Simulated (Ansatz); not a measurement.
# CH3NSi (SMILES C#[Si]N): single points off equilibrium

An exercise on one series of results from a longer session: the logs are not shown, and one member is left open.

Method: single points in def2-TZVPP; program: Ansatz 0.2.0, Gaussian basis.

Correlated methods freeze the cores.

### Starting geometry

SMILES `C#[Si]N`, 6 atoms, charge 0, spin multiplicity 1.

Atoms are counted from 1 here; the program's logs count them from 0.

Bond lengths: C1–Si2 1.728 Å, C1–H4 1.089 Å, Si2–N3 1.708 Å, N3–H5 1.024 Å, N3–H6 0.994 Å. Angles: Si2–C1–H4 105.1°, C1–Si2–N3 168.4°, Si2–N3–H5 113.2°, Si2–N3–H6 118.0°, H5–N3–H6 120.3°.

Coordinates:

```mol
CH3NSi
  3D, bonds by distance, orders not assigned

  6  5  0  0  0  0  0  0  0  0999 V2000
   -1.2789   -1.4179   -0.7883 C   0  0
   -0.2805   -0.1744   -0.1224 Si  0  0
    0.9629    0.8281    0.4835 N   0  0
   -2.2995   -1.1149   -0.5580 H   0  0
    1.4072    1.4004   -0.2395 H   0  0
    1.4917    0.4995    1.2579 H   0  0
  1  2  8  0
  1  4  8  0
  2  3  8  0
  3  5  8  0
  3  6  8  0
M  END
```

Set-up of the first run:

run/in.yaml reads:

```yaml
crystal:
  periodic: [false, false, false]
  atoms:
    - {symbol: C, position_ang: [-1.278900, -1.417900, -0.788300]}
    - {symbol: Si, position_ang: [-0.280500, -0.174400, -0.122400]}
    - {symbol: N, position_ang: [0.962900, 0.828100, 0.483500]}
    - {symbol: H, position_ang: [-2.299500, -1.114900, -0.558000]}
    - {symbol: H, position_ang: [1.407200, 1.400400, -0.239500]}
    - {symbol: H, position_ang: [1.491700, 0.499500, 1.257900]}
basis:
  gaussian: {orbitals: def2-TZVPP}
correlation: {method: ccsd_t}
output: {forces: true}
```

The command line of these runs was not kept.

Steps of the session up to this table: CCSD(T)/def2-TZVPP; PBE0-D4/def2-TZVPP; wB97M-V/def2-TZVPP; r2SCAN-D4/def2-TZVPP; PBE-D4/def2-TZVPP; BLYP-D4/def2-TZVPP; r2SCANh-D4/def2-TZVPP.

One table of the session follows, with a row left open; its other results are not shown here.

```
    method  RMS force component (eV/Å)  angle to CCSD(T) forces (°)  dipole (D)
   CCSD(T)                       0.709                    reference        4.22
   PBE0-D4                       0.841                         13.2        4.70
   wB97M-V                       0.871                         16.5        4.84
 r2SCAN-D4                       0.811                         10.6        4.65
    PBE-D4                       0.787                         13.6        4.51
   BLYP-D4                       0.752                         11.9        4.46
r2SCANh-D4                           ?                            ?           ?
```

**Question.** Estimate the row for r2SCANh-D4.

As computed: RMS force component (eV/Å): 0.833; angle to CCSD(T) forces (°): 12.6; dipole (D): 4.70. In the column «RMS force component (eV/Å)» it lies between r2SCAN-D4 (0.811) and PBE0-D4 (0.841).
